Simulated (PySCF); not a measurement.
**A search over the determinants of BH⁺**

Unrestricted PBE0; PySCF, no relativity, basis sets B 3-21G, H 3-21G. Outer shells of the fragments: B+ 2s2; H 1s1.

Followed along the bond (rough minima from three points):

| 2Ms+1 | unpaired | ⟨S²⟩ at the start | R at minimum (Å) | Te (eV) |
| --- | --- | --- | --- | --- |
| 2 | σ ↑ | 0.75 | 1.21 | 0.00 |
| 4 | σ ↑↑, π ↑ | 3.75 | none in the scan | ≤ 6.65 |

Solutions found at the starting distance of 1.235 Å, counted from the lowest of them; the search is not exhaustive and high or unbound solutions are not listed, so other states can lie among these:

```json
{"2Ms+1": "2", "unpaired": "σ ↑", "term": "²Σ⁺", "E (eV)": "0.00", "⟨S²⟩": "0.75", "⟨Lz²⟩": "0.00", "μ (D)": "0.37"}
{"2Ms+1": "2", "unpaired": "π ↑", "term": "²Π", "E (eV)": "3.14", "⟨S²⟩": "0.80", "⟨Lz²⟩": "1.00", "μ (D)": "-0.69"}
{"2Ms+1": "4", "unpaired": "σ ↑↑, π ↑", "term": "⁴Π", "E (eV)": "7.08", "⟨S²⟩": "3.75", "⟨Lz²⟩": "1.00", "μ (D)": "2.72"}
```

A term symbol is given only where ⟨S²⟩ and ⟨Lz²⟩ are close to those of a pure state; real π, δ and φ orbitals otherwise mix terms. A positive dipole points towards H; it is taken about the centre of mass and depends on that origin.

3-21G is very small, so such numbers show the basis as much as the molecule.
